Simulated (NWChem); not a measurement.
# C2H5F (SMILES CCF): levels of theory compared

We compute a comparison of 6 runs (B3LYP/6-311G**, B3LYP/6-31G, CAM-B3LYP/SBKJC-VDZ, CAM-B3LYP/MIDI!, CAM-B3LYP/jorge-DZP, B3LYP/6-311G(2df,2pd)) of C2H5F. 

The results are computed with NWChem 7.3.0.

1 further run of the same task is left out (set aside as unsound or not needed).

## 1. The system as given

C2H5F: 8 atoms, total charge 0, spin state singlet. As SMILES, `CCF`. The coordinates come from a PBE0-D4/def2-TZVP relaxation.

Bond lengths: C1–C2 1.504 Å, C2–F3 1.386 Å, C1–H4 1.093 Å, C1–H5 1.092 Å, C1–H6 1.091 Å, C2–H7 1.094 Å, C2–H8 1.094 Å. Some angles: C1–C2–F3 110.1°, C1–C2–H7 111.6°, C1–C2–H8 111.6°, F3–C2–H7 107.4°, F3–C2–H8 107.4°, C2–C1–H4 109.9°, C2–C1–H5 110.8°, C2–C1–H6 110.8°, H7–C2–H8 108.6°, H4–C1–H5 108.4°.

## 2. Energy and forces at B3LYP/6-311G(d,p) (run 1)

The input, input.nw:

```
start input
memory 2200 mb
charge 0

geometry noautosym nocenter noautoz
C       -0.431700       0.566900      -0.264600
C        0.378400      -0.599100       0.230500
F        1.663300      -0.186400       0.546500
H       -1.443900       0.237400      -0.512600
H        0.018600       0.998500      -1.160400
H       -0.500300       1.343000       0.499800
H        0.464000      -1.381500      -0.529800
H       -0.056300      -1.036000       1.134800
end

basis spherical bse
* library 6-311G**
end

dft
xc b3lyp
grid fine
convergence energy 1e-08
iterations 100
mulliken
print low
end

task dft gradient
```

Launch:

```console
$ nwchem input.nw > input.out
```

Standard output:

```text
[...]
 d= 0,ls=0.0,diis     1   -179.0596934655 -2.58D+02  8.32D-03  6.64D-01     0.9
[...]
 d= 0,ls=0.0,diis     8   -179.1156741451  7.10D-09  2.79D-06  2.70D-07     5.8
         Total DFT energy =     -179.115674145110
      One electron energy =     -402.487616056258
           Coulomb energy =      167.191798539052
    Exchange-Corr. energy =      -23.235831499322
 Nuclear repulsion energy =       79.415974871417
[...]
      Total Density - Mulliken Population Analysis
     ---------------------------------------------
    Atom       Charge   Shell Charges
 -----------   ------   -------------------------------------------------------
    1 C    6     6.33   1.10  0.89  0.66  0.75  1.54  0.46  0.90  0.04
    2 C    6     5.91   1.10  0.89  0.62  0.77  1.48  0.35  0.60  0.11
    3 F    9     9.28   1.08  0.92  1.19  1.08  2.32  0.87  1.82  0.00
    4 H    1     0.90   0.28  0.48  0.12  0.02
    5 H    1     0.88   0.28  0.47  0.12  0.02
    6 H    1     0.88   0.28  0.47  0.12  0.02
    7 H    1     0.91   0.28  0.49  0.11  0.02
    8 H    1     0.91   0.28  0.49  0.11  0.02
[...]
                         DFT ENERGY GRADIENTS
    atom               coordinates                        gradient
                 x          y          z           x          y          z
   1 C      -0.815795   1.071286  -0.500021    0.002951  -0.002745   0.001547
   2 C       0.715072  -1.132135   0.435582    0.003916   0.006828  -0.000232
   3 F       3.143181  -0.352245   1.032735   -0.008741  -0.003144  -0.002074
   4 H      -2.728575   0.448621  -0.968674    0.000954  -0.000404   0.000381
   5 H       0.035149   1.886891  -2.192838   -0.000199  -0.000459   0.000310
   6 H      -0.945430   2.537902   0.944485   -0.000047  -0.000587  -0.000211
   7 H       0.876833  -2.610656  -1.001177    0.000513   0.000303   0.000368
   8 H      -0.106392  -1.957756   2.144461    0.000652   0.000208  -0.000090
 Task  times  cpu:        7.3s     wall:        7.3s
 Total times  cpu:        7.3s     wall:        7.3s
```

It took 7.8 s on 1 thread of AMD EPYC 9R45 (Zen 5), shared host; peak memory 0.12 GiB.

## 3. Energy and gradient at B3LYP/6-31G (run 2)

The input, c2h5f.nw:

```
echo
start c2h5f
memory 2200 mb

geometry units angstrom noautosym nocenter noautoz
C    -0.431700    0.566900   -0.264600
C     0.378400   -0.599100    0.230500
F     1.663300   -0.186400    0.546500
H    -1.443900    0.237400   -0.512600
H     0.018600    0.998500   -1.160400
H    -0.500300    1.343000    0.499800
H     0.464000   -1.381500   -0.529800
H    -0.056300   -1.036000    1.134800
end

basis "ao basis" spherical bse
* library 6-31G
end

dft
xc b3lyp
grid fine
convergence energy 1e-08
iterations 100
mulliken
print low
end

task dft gradient
```

Launch:

```console
$ nwchem c2h5f.nw > c2h5f.out
```

Standard output:

```text
[...]
 d= 0,ls=0.0,diis     1   -178.9622736627 -2.58D+02  2.69D-02  4.48D-01     0.4
[...]
 d= 0,ls=0.0,diis     8   -179.0179541972  3.02D-09  6.03D-06  1.36D-07     1.9
         Total DFT energy =     -179.017954197239
      One electron energy =     -402.324466914957
           Coulomb energy =      167.115740542784
    Exchange-Corr. energy =      -23.225202696483
 Nuclear repulsion energy =       79.415974871417
[...]
      Total Density - Mulliken Population Analysis
     ---------------------------------------------
    Atom       Charge   Shell Charges
 -----------   ------   -------------------------------------------------------
    1 C    6     6.43   2.00  0.67  2.16  0.65  0.95
    2 C    6     5.93   2.00  0.70  2.05  0.54  0.64
    3 F    9     9.35   2.00  0.93  3.31  1.07  2.05
    4 H    1     0.86   0.53  0.33
    5 H    1     0.84   0.53  0.31
    6 H    1     0.84   0.53  0.31
    7 H    1     0.87   0.55  0.32
    8 H    1     0.87   0.55  0.32
[...]
                         DFT ENERGY GRADIENTS
    atom               coordinates                        gradient
                 x          y          z           x          y          z
   1 C      -0.815795   1.071286  -0.500021    0.004669  -0.002677   0.002072
   2 C       0.715072  -1.132135   0.435582    0.026079   0.015919   0.004809
   3 F       3.143181  -0.352245   1.032735   -0.036945  -0.012778  -0.008891
   4 H      -2.728575   0.448621  -0.968674    0.002281  -0.000439   0.000803
   5 H       0.035149   1.886891  -2.192838   -0.000757  -0.001301   0.001450
   6 H      -0.945430   2.537902   0.944485    0.000019  -0.001844  -0.001070
   7 H       0.876833  -2.610656  -1.001177    0.002057   0.001741   0.001284
   8 H      -0.106392  -1.957756   2.144461    0.002597   0.001380  -0.000456
 Task  times  cpu:        2.4s     wall:        2.4s
 Total times  cpu:        2.4s     wall:        2.4s
```

It took 2.9 s on 1 thread of AMD EPYC 9R45 (Zen 5), shared host; peak memory 0.12 GiB.

Runs 3 to 5 aren't shown in full; the table further down has their settings and results.

## 4. Energy and gradient at B3LYP/6-311G(2df,2pd) (run 6)

The input, run.nw:

```
echo
start run
memory 2200 mb

geometry noautosym nocenter noautoz
C       -0.431700       0.566900      -0.264600
C        0.378400      -0.599100       0.230500
F        1.663300      -0.186400       0.546500
H       -1.443900       0.237400      -0.512600
H        0.018600       0.998500      -1.160400
H       -0.500300       1.343000       0.499800
H        0.464000      -1.381500      -0.529800
H       -0.056300      -1.036000       1.134800
end

basis spherical bse
C library "6-311G(2df,2pd)"
F library "6-311G(2df,2pd)"
H library "6-311G(2df,2pd)"
end

dft
xc b3lyp
grid fine
convergence energy 1e-08
maxiter 100
mulliken
noprint "final vectors analysis"
end

task dft gradient
```

Launch:

```console
$ nwchem run.nw > run.out
```

Standard output:

```text
[...]
          Wavefunction type:  closed shell.
          No. of atoms     :     8
          No. of electrons :    26
[...]
          Charge           :     0
          Spin multiplicity:     1
[...]
          AO basis - number of functions:   160
[...]
              XC Information
              --------------
                         B3LYP Method XC Potential
                     Hartree-Fock (Exact) Exchange  0.200
                        Slater Exchange Functional  0.800 local
                    Becke 1988 Exchange Functional  0.720 non-local
              Lee-Yang-Parr Correlation Functional  0.810
                  VWN I RPA Correlation Functional  0.190 local
[...]
 d= 0,ls=0.0,diis     1   -179.0706375203 -2.58D+02  4.77D-03  6.92D-01     3.2
[...]
 d= 0,ls=0.0,diis     8   -179.1266632146  4.70D-09  1.55D-06  2.18D-07    23.8
         Total DFT energy =     -179.126663214601
      One electron energy =     -402.509690437808
           Coulomb energy =      167.200508266596
    Exchange-Corr. energy =      -23.233455914805
 Nuclear repulsion energy =       79.415974871417
[...]
      Total Density - Mulliken Population Analysis
     ---------------------------------------------
    Atom       Charge   Shell Charges
 -----------   ------   -------------------------------------------------------
    1 C    6     6.04   1.10  0.88  0.67  0.75  1.41  0.46  0.72  0.01  0.04  0.00
    2 C    6     5.61   1.10  0.88  0.63  0.76  1.33  0.35  0.43  0.02  0.08  0.01
    3 F    9     9.33   1.08  0.92  1.19  1.08  2.32  0.87  1.86  0.00  0.01  0.00
    4 H    1     1.00   0.28  0.53  0.15  0.01  0.03  0.00
    5 H    1     0.98   0.28  0.52  0.14  0.01  0.03  0.00
    6 H    1     0.98   0.28  0.52  0.14  0.01  0.03  0.00
    7 H    1     1.03   0.28  0.57  0.14  0.01  0.03  0.00
    8 H    1     1.03   0.28  0.57  0.14  0.01  0.03  0.00
[...]
  wavefunction    = closed shell
                         DFT ENERGY GRADIENTS
    atom               coordinates                        gradient
                 x          y          z           x          y          z
   1 C      -0.815795   1.071286  -0.500021    0.002981  -0.002946   0.001598
   2 C       0.715072  -1.132135   0.435582    0.000306   0.005033  -0.000988
   3 F       3.143181  -0.352245   1.032735   -0.003834  -0.001615  -0.000858
   4 H      -2.728575   0.448621  -0.968674   -0.000719  -0.000683  -0.000084
   5 H       0.035149   1.886891  -2.192838    0.000421   0.000284  -0.001010
   6 H      -0.945430   2.537902   0.944485   -0.000173   0.000651   0.000853
   7 H       0.876833  -2.610656  -1.001177    0.000846  -0.000585  -0.000827
   8 H      -0.106392  -1.957756   2.144461    0.000172  -0.000140   0.001316
[...]
```

It took 33 s on 1 thread of AMD EPYC 9R45 (Zen 5), shared host; peak memory 0.14 GiB.

## 5. All runs side by side

```
run                                 level        task  core potential  energy (Eh)  wall time
  1                        B3LYP/6-311G**    gradient               –  -179.115674      7.8 s
  2                           B3LYP/6-31G    gradient               –  -179.017954      2.9 s
  3  CAM-B3LYP/SBKJC-VDZ (core potential)  properties       SBKJC-VDZ   -38.380834      3.3 s
  4                       CAM-B3LYP/MIDI!  properties               –  -177.949815      3.9 s
  5                   CAM-B3LYP/jorge-DZP  properties               –  -179.016020       12 s
  6                 B3LYP/6-311G(2df,2pd)    gradient               –  -179.126663       33 s
```

## 6. Outcome

| quantity | value |
| --- | --- |
| run 6: total energy | -179.12666 Eh |
| run 6: dipole moment | 1.75 D |
| run 6: largest force on an atom | 0.264 eV/Å |

Over runs 3, 4, 5, 6 the dipole moment (its size) runs from 1.62 D (CAM-B3LYP/MIDI!) to 2.46 D (CAM-B3LYP/SBKJC-VDZ). The two ends differ in basis and core potential. Totals of different functionals can't be ranked against each other. Some runs of one species differ in core potentials or relativity; totals across that change don't compare. All runs together took 62 s, the longest 33 s.
